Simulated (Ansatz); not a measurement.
`C/C(=C/F)CO`, relaxed with RKS PBE0-D4/def2-TZVP in the Gaussian-basis code of Ansatz from a PBE-D4/def2-SVP geometry. The force threshold is 0.005 eV/Å; the program also tests the step.

Charge 0, multiplicity 1.

Start:

```xyz
13

C    -0.541   -1.404    0.059
C     0.180   -0.103    0.275
C     0.532    0.303    1.510
F     1.173    1.468    1.744
C     0.448    0.751   -0.945
O    -0.744    1.065   -1.658
H    -0.805   -1.907    1.009
H     0.079   -2.104   -0.544
H    -1.469   -1.227   -0.523
H     0.347   -0.266    2.437
H     1.079    0.181   -1.662
H     1.022    1.659   -0.653
H    -1.301    1.585   -1.049
```

(1) By how much does the energy fall, and how many steps does the optimiser take? (An estimate is asked.)

(2) Which bonds change most? (Best estimate.)

(3) Give the relaxed structure. (An estimate is asked.)

Results:

(1) The calculation gave: 6.34 kJ/mol, in 8 steps.

(2) Computed: C2–C3 from 1.347 to 1.324 Å; C5–H12 from 1.114 to 1.094 Å; C3–H10 from 1.104 to 1.084 Å; C5–H11 from 1.112 to 1.094 Å.

(3) The calculation gave: 
```xyz
13

C    -0.521   -1.410    0.063
C     0.170   -0.102    0.270
C     0.497    0.298    1.489
F     1.113    1.466    1.732
C     0.449    0.734   -0.943
O    -0.740    1.104   -1.621
H    -0.741   -1.909    1.008
H     0.098   -2.080   -0.543
H    -1.458   -1.264   -0.481
H     0.313   -0.260    2.400
H     1.023    0.147   -1.666
H     1.045    1.611   -0.677
H    -1.248    1.667   -1.031
```
